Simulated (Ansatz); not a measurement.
# The standard entropy of CO2 (carbon dioxide) from a frequency calculation

A linear singlet with charge 0, relaxed at PBE0-D4/def2-TZVP (Ansatz 0.2.0):

```xyz
3

O     0.3716   -1.0919    0.0882
C     0.0001    0.0000    0.0001
O    -0.3717    1.0918   -0.0883
```

Harmonic wavenumbers in cm⁻¹: 687, 687, 1394, 2454.

Masses in u: O 15.999, C 12.011. Take T = 298.15 K, p = 1 bar, R = 8.3145 J/(mol K), kT/hc = 207.22 cm⁻¹, rigid rotor and harmonic oscillator.

Question: Compute the standard molar entropy.

Answer: 
1. Translation (Sackur–Tetrode): S = R[3/2 ln M + 5/2 ln T − 1.1517] with M = 44.009 gives 156.1 J/(mol K).
2. Rotation: the moment of inertia is 42.815 u Å², so B = 16.8576/I = 0.3937 cm⁻¹; σ = 2; q = kT/(σhcB) = 263.2; S = R(ln q + 1) = 54.6.
3. Vibration: with u = ν̃/207.22, each mode gives R[u/(eᵘ − 1) − ln(1 − e⁻ᵘ)]; the sum is 2.8, most from 687 cm⁻¹ (1.3), 687 cm⁻¹ (1.3), 1394 cm⁻¹ (0.1).
4. Electronic: R ln 1 = 0.0, from the spin multiplicity alone.
5. Sum: 156.1 + 54.6 + 2.8 + 0.0 = 213.5 J/(mol K).

The tabulated value is 213.8 J/(mol K) (CRC Handbook of Chemistry and Physics): the model is off by -0.3.
